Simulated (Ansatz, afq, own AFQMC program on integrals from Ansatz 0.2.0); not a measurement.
AFQMC on a folder of integrals that Ansatz 0.2.0 wrote.

```yaml
crystal:
  periodic: [false, false, false]
  atoms:
    - {symbol: N, position_ang: [0.000000, 0.000000, 0.660040]}
    - {symbol: C, position_ang: [0.000000, 0.000000, -0.576764]}
    - {symbol: H, position_ang: [0.000000, -0.937350, -1.149693]}
    - {symbol: H, position_ang: [0.000000, 0.937349, -1.149693]}
basis:
  gaussian: {orbitals: cc-pVDZ}
magnetization: {spin_polarized: true, initial_magnetization: 1}
correlation: {method: ccsd_t, electrons: outside_noble_gas, hamiltonian_folder: ham}
```

```sh
$ ansatz run in.yaml --threads 1 --pin off --events-out ev --progress --plain --max-ram 24576MiB --backend cuda --devices 0, --max-vram 18GiB
```

afq runs on the folder ham with

```
--method free --trial cisd --walkers 4000 --time-step 0.03 --max-blocks 4000 --target-error 0.0004 --factor-cut 1e-05 --seed 2463 --times 0,0.21,0.42,0.81,1.2,1.8,2.4,3 --taylor-order 8
```

Times are imaginary, in 1/Eh. The walk had a cap of 61 s.

afq prints:

```
orbitals 36  electrons 6 5  factors 281 of 353
reference energy -93.44030927 Eh
CCSD correlation -0.28326564 Eh in 12 cycles, weight of the determinant in the CISD state 0.8553
repeat  energy at the last time / Eh  error
    10  -93.734760  0.000414
    20  -93.734523  0.000249
    30  -93.734407  0.000191
time / (1/Eh)  energy / Eh  error  mean overlap
  0.00  -93.723518  0.000053  1.1689
  0.21  -93.729329  0.000073  1.1686
  0.42  -93.731710  0.000064  1.1679
  0.81  -93.733254  0.000070  1.1717
  1.20  -93.733844  0.000094  1.1727
  1.80  -93.734124  0.000098  1.1798
  2.40  -93.734440  0.000129  1.1798
  3.00  -93.734405  0.000185  1.1831
energy -93.734405 +/- 0.000185 Eh
```

The run passed its tests (error under three times the target), which doesn't prove that it has relaxed.

Against this walk (error 5.0 meV) on the same determinant: CCSD(T) 47.2 meV higher, CCSDT(Q) 4.9 meV lower (within the noise). The error is statistical, and a free projection of finite length keeps a remainder of its start. The determinant has ⟨S²⟩ = 0.93, so the low cluster orders mix in higher spin, and so can this walk. None of these is a sure reference here.

Cautions: remainder of the start not in the error; start is not spin pure; higher spins were not checked; raised T1 diagnostic (T1 0.043, weight of the determinant 0.86, largest double 0.13); unrestricted determinant spin contaminated (⟨S²⟩ 0.93 against 0.75).

The walk took 39 s on 1 × NVIDIA H100 80GB HBM3 with 2 threads of AMD EPYC 7R13 Processor (Zen 3), on a shared host (the card was shared). The log's last line is the free-projection energy.

CCSDT and higher add their correlation energy to the determinant of the CCSD(T) run, since their own runs factorise the integrals more tightly (a shift of under 2 meV). A walk keeps the symmetry of its determinant, which the program's search chose and which needn't be the lowest solution, so a lower state of the same spin and another symmetry isn't excluded.
